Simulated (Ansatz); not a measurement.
# [SiH5]− (SMILES [H][Si-]([H])([H])([H])[H]) at 6 levels

We compute a comparison of 6 runs (PBE0/STO-3G, SVWN5/STO-3G, UPBE0/STO-3G, r2SCAN/STO-3G, CCSDT/STO-3G, UCCSD(T)/STO-3G) of [SiH5]−. 

The results are computed with Ansatz 0.2.0.

### Step 1. Starting point

The species is [SiH5]− (6 atoms), meant as a singlet with charge -1. As SMILES, `[H][Si-]([H])([H])([H])[H]`. The H4–Si1 distance was set to 2.237 Å, away from the relaxed value. At this shape a bond of the SMILES string is far longer than usual.

Bond lengths: Si1–H2 1.639 Å, Si1–H3 1.644 Å, Si1–H5 1.491 Å, Si1–H6 1.491 Å. Angles: H2–Si1–H3 179.9°, H2–Si1–H5 90.0°, H2–Si1–H6 90.1°, H3–Si1–H5 90.0°, H3–Si1–H6 90.0°, H5–Si1–H6 120.0°.

### Step 2. The energy at PBE0/STO-3G (run 1)

run.yaml

```yaml
crystal:
  periodic: [false, false, false]
  atoms:
    - symbol: Si
      position_ang: [-0.745644, -0.005580, -0.007395]
    - symbol: H
      position_ang: [-0.765294, -0.013600, 1.631045]
    - symbol: H
      position_ang: [-0.723614, 0.002050, -1.651305]
    - symbol: H
      position_ang: [1.490630, 0.011850, 0.019200]
    - symbol: H
      position_ang: [-1.502954, 1.279290, -0.011485]
    - symbol: H
      position_ang: [-1.480134, -1.303060, -0.024385]
basis:
  gaussian:
    orbitals: STO-3G
hamiltonian:
  xc: pbe0
total_charge: -1
accuracy: high
```

Launch:

```sh
$ ansatz run run.yaml --threads 1 --pin off --max-ram 2610MiB --events-out events.jsonl --progress --plain --runs-dir runs
```

Log:

```text
Warning: RAYON_NUM_THREADS=1 ignored (pool sized by the plan → 1); use --threads N
Functional definition: PBE0
  name "PBE0"
  parameter a = 0.25
  parameter kappa = 0.804
  parameter beta = 0.06672455060314922
  exchange = (1 - a)*pbe_x(kappa = kappa, mu = beta*pi^2/3) + a*exact_x
  correlation = pbe_c(beta = beta)
222 factors; integrals over basis functions are off by at most 1.6e-8 eV
mean field evaluation 1: about -7851.6277 eV, gradient 2.6e1 eV
mean field evaluation 2: about -7849.1293 eV, gradient 3.2e1 eV
mean field evaluation 4: about -7855.0490 eV, gradient 9.2e-1 eV
mean field evaluation 8: about -7855.0113 eV, gradient 3.5e-3 eV
mean field evaluation 16: about -7855.0113 eV, gradient 5.5e-8 eV
mean field -7855.01126214 eV, -288.6663395659 hartree, gradient 5.5e-8 eV, S^2 0.000000; 0 other end points of the search recorded, 0 dependent functions left out
reference -7855.01126348 eV, -288.6663396150 hartree; 10, 10 occupied and 4, 4 virtual orbitals, 222 factors
Total energy: -7855.01126348 eV, -288.6663396150 hartree
```

Wall time 0.85 s (1 thread of Arm Neoverse V1, shared host).

### Step 3. The energy at SVWN5/STO-3G (run 2)

in.yaml

```yaml
crystal:
  periodic: [false, false, false]
  atoms:
    - {symbol: Si, position_ang: [-0.745644, -0.005580, -0.007395]}
    - {symbol: H, position_ang: [-0.765294, -0.013600, 1.631045]}
    - {symbol: H, position_ang: [-0.723614, 0.002050, -1.651305]}
    - {symbol: H, position_ang: [1.490630, 0.011850, 0.019200]}
    - {symbol: H, position_ang: [-1.502954, 1.279290, -0.011485]}
    - {symbol: H, position_ang: [-1.480134, -1.303060, -0.024385]}
basis:
  gaussian:
    orbitals: STO-3G
total_charge: -1
hamiltonian:
  xc: {name: SVWN5}
accuracy: high
```

Launch:

```sh
$ ansatz run in.yaml --threads 1 --pin off --max-ram 2610MiB --events-out events.jsonl --progress --plain --runs-dir runs
```

Log:

```text
Warning: RAYON_NUM_THREADS=1 ignored (pool sized by the plan → 1); use --threads N
Functional definition: SVWN5
  name "SVWN5"
  exchange = slater_x
  correlation = vwn5_c
222 factors; integrals over basis functions are off by at most 1.6e-8 eV
mean field evaluation 1: about -7819.6254 eV, gradient 3.2e1 eV
mean field evaluation 2: about -7810.0161 eV, gradient 4.3e1 eV
mean field evaluation 4: about -7824.1887 eV, gradient 2.0e0 eV
mean field evaluation 8: about -7824.1411 eV, gradient 3.8e-2 eV
mean field evaluation 16: about -7824.1411 eV, gradient 2.4e-6 eV
mean field -7824.14112466 eV, -287.5318829377 hartree, gradient 3.8e-8 eV, S^2 0.000000; 0 other end points of the search recorded, 0 dependent functions left out
reference -7824.14112637 eV, -287.5318830008 hartree; 10, 10 occupied and 4, 4 virtual orbitals, 222 factors
Total energy: -7824.14112637 eV, -287.5318830008 hartree
```

Wall time 0.54 s (1 thread of Arm Neoverse V1, shared host).

Runs 3 to 5 aren't shown in full; the table further down has their settings and results.

### Step 4. A single-point energy at UCCSD(T)/STO-3G (run 6)

in.yaml, as its differences from that of step 3:

```diff
@@ -13,4 +13,10 @@
 total_charge: -1
-hamiltonian:
-  xc: {name: SVWN5}
+magnetization:
+  spin_polarized: true
+  initial_magnetization: 0
+correlation:
+  method: ccsd_t
+  frozen_orbitals: {H: 0, Si: 5}
 accuracy: high
+scf:
+  omitted_lower_state_checks: [cluster_reference, increment]
```

Launch:

```sh
$ ansatz run in.yaml --threads 1 --pin off --max-ram 2610MiB --events-out events.jsonl --progress --plain --runs-dir runs
```

Log (excerpt; [...] marks lines left out):

```text
Warning: RAYON_NUM_THREADS=1 ignored (pool sized by the plan → 1); use --threads N
Functional definition: HF
  name "HF"
[...]
222 factors; integrals over basis functions are off by at most 1.6e-8 eV
[...]
mean field -7839.60261092 eV, -288.1000820780 hartree, gradient 1.9e-8 eV, S^2 0.418852; 3 other end points of the search recorded, 0 dependent functions left out
5 core orbitals not correlated: weight in the atoms' cores, before any rotation towards them, 0.999 or more for the frozen orbitals, at most 0.000 for the correlated occupied ones
reference -7839.60261092 eV, -288.1000820780 hartree; 5, 5 occupied and 4, 4 virtual orbitals, 222 factors
second order -1.38634844 eV of doubles, -0.00000000 eV of singles
cycle   1  -1.85259708 eV  change   -4.7e-1 eV  update   7.7e-2
[...]
cycle  24  -2.60682918 eV  change  -4.8e-10 eV  update  2.5e-10
perturbative correction -0.05517523 eV, -0.0020276523 hartree
Total energy: -7842.26461534 eV, -288.1979089358 hartree
Checks for a lower state left out: cluster_reference, increment
```

Wall time 0.16 s (1 thread of Arm Neoverse V1, shared host).

### Step 5. Overview of the runs

```csv
run,level,frozen core orbitals,energy (Eh),wall time
1,PBE0/STO-3G,–,-288.666340,0.85 s
2,SVWN5/STO-3G,–,-287.531883,0.54 s
3,UPBE0/STO-3G,–,-288.666340,1.4 s
4,r2SCAN/STO-3G,–,-288.779357,2 s
5,CCSDT/STO-3G,5,-288.199025,0.14 s
6,UCCSD(T)/STO-3G,5,-288.197909,0.16 s
```

### Step 6. What came out

```
                                          quantity          value
                               run 6: total energy  -288.19791 Eh
run 6: correlation energy (5 core orbitals frozen)      -97.8 mEh
                             run 6: (T) correction      -2.03 mEh
          run 6: ⟨S²⟩ of the reference determinant          0.419
                              run 6: T1 diagnostic          0.077
```

In words: Totals of different functionals can't be ranked against each other. In run 5 the log says that unrestricted orbitals would lower the reference, so the values rest on an unstable closed-shell determinant (other closed-shell runs at this shape may share the fault). In runs 1, 2, 3, 4, 5, 6 the basis is minimal, so the values are rough. Spin contamination of the reference: run 6 ⟨S²⟩ = 0.42. All runs together took 5.1 s, the longest 2 s.
